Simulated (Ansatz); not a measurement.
The first iterations of a band of BClH₄S (7 atoms, charge 0, multiplicity 1).

These are results of RKS PBE0-D4/def2-SVP in Ansatz 0.2.0, not measurements.

```yaml
movable_images: 7
climbing_image: yes
spring: 5.0 eV/Å²
optimiser: lbfgs
start_path: through a guess of the saddle point
force_threshold: 0.05 eV/Å
iteration_limit: 60
end_points: relaxed
largest_step: 0.5 Å
```

Image 0:

```xyz
7
Properties=species:S:1:pos:R:3
B 0.116 0.028 0.085
H 0.188 -0.705 1.045
Cl 1.469 -0.158 -1.127
H -0.977 0.227 -0.397
S 0.506 1.908 0.866
H 1.673 1.659 1.504
H -0.215 1.893 2.013
```

Image 8:

```xyz
7
Properties=species:S:1:pos:R:3
B 0.303 0.866 -0.413
H -0.338 -0.788 2.324
Cl 1.445 -0.454 -0.566
H -0.826 0.718 -0.798
S 0.727 2.445 0.288
H 2.022 2.176 0.573
H -0.574 -0.112 2.581
```

| iteration | highest image above the first end (eV) | largest band force component (eV/Å) |
| --- | --- | --- |
| 1 | 3.387 | 4.627 |
| 2 | 2.699 | 2.986 |
| 3 | 1.707 | 2.203 |
| 4 | 1.312 | 1.604 |
| 5 | 1.018 | 1.577 |
| 6 | 0.770 | 1.085 |
| 7 | 0.699 | 0.667 |
| 8 | 0.660 | 1.559 |
| 9 | 0.612 | 0.897 |
| 10 | 0.611 | 0.656 |
| 11 | 0.619 | 0.657 |
| 12 | 0.627 | 0.651 |

Q: Does the band converge within its limit, and where does its top end?

A: It converged. It ended after 36 iterations with the highest image 0.714 eV above the first end. Another band between the same ends (7 images) ends at a top of the same energy, where a vibrational analysis finds 1 clearly imaginary mode. The orbitals stay closed-shell, which can raise the energy where a bond breaks towards radicals; this wasn't checked here.

Run time: 6.7 min on 1 thread of Intel(R) Xeon(R) Platinum 8488C (Sapphire Rapids), with other jobs on the host, peak memory 0.15 GiB.
